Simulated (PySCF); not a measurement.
Gas-phase reaction: 2 AlH(CH3)2 + H2 ⇌ 2 Al + 4 CH4

Method: PySCF energies plus ideal-gas RRHO corrections (1 bar). † marks an energy on the PBE0/def2-TZVP geometry and frequencies; other levels use their own. CCSD(T) freezes the core. 6-31G* has spherical d functions here. Open shells (unrestricted): Al (multiplicity 2, electronic degeneracy 6); the rest are closed-shell singlets. Spin-orbit splitting is ignored; it lowers the true energy and changes the entropy of Al. B3LYP is the form with VWN-RPA correlation. Methyl groups turn as free rotors in AlH(CH3)2. AlH(CH3)2: computed as isolated molecules; such fragments, hydroxides, amides, oligomers or adducts are transient or little studied in the gas. CCSD(T) isn't extrapolated to the basis-set limit; its ΔH°(298 K) is 302.4 kJ in def2-SVP and 343.1 kJ in def2-TZVPP. The harmonic model lacks anharmonicity and excited electronic states, which grow with temperature; levels with a mode under 35 cm⁻¹ are left out.

```tsv
level	ΔE electronic, kJ	ΔH°(298 K), kJ	ΔS°(298 K), J/K	ΔG°(1400 K), kJ
B3LYP/6-31G*	234	284	323	-130
CCSD(T)/def2-SVP†	253	302	322	-109
CCSD(T)/def2-TZVPP†	294	343	322	-69
HF/def2-TZVP†	163	212	322	-199
PBE/def2-TZVP†	295	344	322	-67
PBE0/def2-TZVP	298	347	322	-64
ωB97X-V/def2-TZVP†	340	389	322	-22
```
ΔH° is lowest at HF/def2-TZVP† and highest at ωB97X-V/def2-TZVP†. No reference value is set beside these.
